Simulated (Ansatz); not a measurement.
SiBr, doublet in cc-pVDZ: errors against UCCSDT(Q)

Geometry: a PBE0/def2-TZVP stationary point for this spin.

```xyz
2

Si    0.0000    0.0000    0.0000
Br    0.0000    0.0000    2.2315
```

Basis cc-pVDZ; Ansatz 0.2.0. Correlated methods freeze the noble-gas cores and the filled d shells of p-block atoms, which leaves 11 electrons in 26 orbitals. Prefix R: restricted or restricted open-shell reference; prefix U: unrestricted. Active spaces: valence = (11e, 8o) chosen from the atoms' valence shells. No spin–orbit coupling is included, and no scalar relativity.

Full CI isn't at hand for all of this; UCCSDT(Q) serves as the reference, and is uncertain by about the last step of the cluster series. The frozen core follows each run's orbitals, which can shift R against U totals by a few meV for light atoms and by up to 0.1 eV past Ca.

The UHF ⟨S²⟩ is 0.768, the T1 diagnostic (RCCSD) is 0.0210 and the largest doubles amplitude (RCCSD) is 0.069. The T1 diagnostic (UCCSD) is 0.0191.

| level | E − E(UHF) (eV) |
| --- | --- |
| UMP2 | -4.6868 |
| UCCSD | -5.3947 |
| UCCSD(T) | -5.5428 |

Task: Estimate how far UCCSDT(Q) in cc-pVDZ lies from UCCSD(T). The table doesn't fix it; the size of (T) and the diagnostics are the guide.

Result: UCCSDT(Q) in cc-pVDZ lies 36 meV below UCCSD(T), which is 24 % of the (T) step (-148 meV). The diagnostics are small and one determinant leads, so the series closes fast and only a small part of (T) is left.

The other levels:

| level | E − E(UCCSDT(Q)) (meV) | wall time |
| --- | --- | --- |
| UCCSDT | 13 | – |

Run but not shown, since their state, orbitals or frozen core can't be matched to the reference's or they repeat it: RHF, RMP2, CISD, RCCSD, RCCSD(T), BCCD(T), RCCSDT, RCCSDT(Q), CASSCF (valence space), NEVPT2 (valence space), MRCISD (valence space), MRCISD+Q (valence space), MRCISD+Q(relaxed) (valence space).

Natural occupations of CASSCF (valence space) about the gap: 1.996 1.992 1.982 1.944 1.004 0.058 0.025; effectively unpaired electrons, Σ n²(2−n)², 1.03.

Atomization energy (electronic, same basis, no zero-point term; atoms at the same level, unrestricted beside the R rows where the molecule is a closed shell, but restricted open-shell past Ca, as are all atoms' steps beyond CCSDT(Q)) at UCCSDT(Q): 317.8 kJ/mol. Errors of other levels:

```
   level  error (kJ/mol)
     UHF           -74.4
    UMP2             6.6
   UCCSD           -10.8
UCCSD(T)            -1.5
  UCCSDT            -0.8
```

This basis is far from its limit, so the value isn't to be set against a measured one.
